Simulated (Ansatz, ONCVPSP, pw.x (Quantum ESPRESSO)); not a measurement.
**What a changed setting does to a pw.x run (bcc Al)**

Potential: optimised norm-conserving Vanderbilt (ONCV), ONCVPSP 4.0.1.1 (patched build), PBEsol; core [Ne], reference 3s2 3p0.75; waves: 3s: rc 2.20 bohr, ncon 4, nbas 7, qcut 3.6 1/bohr, 3 projectors, debl 2.8 Ha; 3p: rc 2.50 bohr, ncon 5, nbas 8, qcut 3.2 1/bohr, 2 projectors, debl 3.7 Ha; d scattering state at 0.39 Ha: rc 2.70 bohr, ncon 4, nbas 8, qcut 3.1 1/bohr, 2 projectors, debl 2.9 Ha; local part: polynomial inside 1.75 bohr (lpopt 5, dvloc0 0 Ha); core correction: Teter function fitted to the true core (icmod 2), fcfact 0.55.

The reference run (k-mesh 14³, cutoffs 50/200 Ry, Fermi–Dirac 0.01 Ry, mixing_beta 0.4, conv_thr 1e-9, no spin) gives -0.18 GPa at 16.575 Å³/atom, where all-electron LAPW gives 0.16 GPa. This run, with its own iteration cap, changes occupations to fixed, a wrong or extreme entry chosen on purpose.

```
&control
  calculation='scf', prefix='x', pseudo_dir='./', outdir='./tmp', tstress=.true., disk_io='none'
/
&system
  ibrav=0, nat=1, ntyp=1, ecutwfc=50, ecutrho=200, nbnd=8,
  occupations='fixed'
/
&electrons
  conv_thr=1e-09, mixing_beta=0.4, electron_maxstep=70
/
ATOMIC_SPECIES
Al 1.0 Al.UPF
CELL_PARAMETERS angstrom
  -1.60619344 1.60619344 1.60619344
  1.60619344 -1.60619344 1.60619344
  1.60619344 1.60619344 -1.60619344
ATOMIC_POSITIONS crystal
Al 0.0000 0.0000 0.0000
K_POINTS automatic
14 14 14 0 0 0
```

```bash
pw.x < Al.scf.in > Al.scf.out
```

Question: How does the run end?

Answer: It stops with "electrons: charge is wrong: smearing is needed".

```
Message from routine setup:
     the system is metallic, specify occupations
     Message from routine setup:
     using ibrav=0 with symmetry is DISCOURAGED, use correct ibrav instead
     lattice parameter (alat)  =       5.2572  a.u.
     unit-cell volume          =     111.8536 (a.u.)^3
     number of electrons       =         3.00
     number of Kohn-Sham states=            8
     kinetic-energy cutoff     =      50.0000  Ry
     charge density cutoff     =     200.0000  Ry
     scf convergence threshold =      1.0E-09
     Exchange-correlation= PBESOL
     number of k points=   104
     iteration #  1     ecut=    50.00 Ry     beta= 0.40
     Error in routine electrons (1):
     charge is wrong: smearing is needed
```

The run took about 2.6 s on one core of a shared host (Neoverse-V1, 32 threads, 247 GiB, load 35).
